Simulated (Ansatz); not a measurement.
# CH3BO: the cost of one run

All numbers below are computed with Ansatz 0.2.0 (RKS PBE0/cc-pVDZ).

## 1. The starting structure

Bond lengths: B1–C2 1.540 Å, B1–O3 1.526 Å, C2–O3 1.395 Å, B1–H4 1.122 Å, C2–H5 1.122 Å, C2–H6 1.104 Å. Angles: B1–C2–O3 62.4°, B1–C2–H5 114.9°, B1–C2–H6 116.4°, O3–C2–H5 112.4°, O3–C2–H6 111.8°, H5–C2–H6 123.2°, C2–B1–O3 54.1°, C2–B1–H4 140.2°, O3–B1–H4 146.9°, B1–O3–C2 63.5°.

Coordinates:

```xyz
6

B    -0.6465   -0.3800   -0.5733
C     0.5187    0.2016    0.2486
O    -0.5532    1.0461   -0.0390
H    -1.2616   -1.3144   -0.6534
H     1.4348    0.4561   -0.3468
H     0.5499   -0.0734    1.3176
```

## 2. Relaxing the start

input.yaml

```yaml
crystal:
  periodic: [false, false, false]
  atoms:
    - { symbol: B, position_ang: [-0.6465, -0.38, -0.5733] }
    - { symbol: C, position_ang: [0.5187, 0.2016, 0.2486] }
    - { symbol: O, position_ang: [-0.5532, 1.0461, -0.039] }
    - { symbol: H, position_ang: [-1.2616, -1.3144, -0.6534] }
    - { symbol: H, position_ang: [1.4348, 0.4561, -0.3468] }
    - { symbol: H, position_ang: [0.5499, -0.0734, 1.3176] }
basis:
  gaussian: { orbitals: cc-pVDZ }
hamiltonian:
  xc: pbe0
relax:
  f_tol: 0.02
  max_steps: 40
scf:
  lower_state_search: "off"
```

Command:

```console
> ansatz run input.yaml --threads 1 --pin off --max-ram 2048MiB --backend cpu --events-out ev --progress --plain --runs-dir out
```

**Question.** How long does this run take on 1 thread of Arm Neoverse V1, shared host, and how much memory does it need?

About 8.3 s, with a peak of 0.11 GiB.
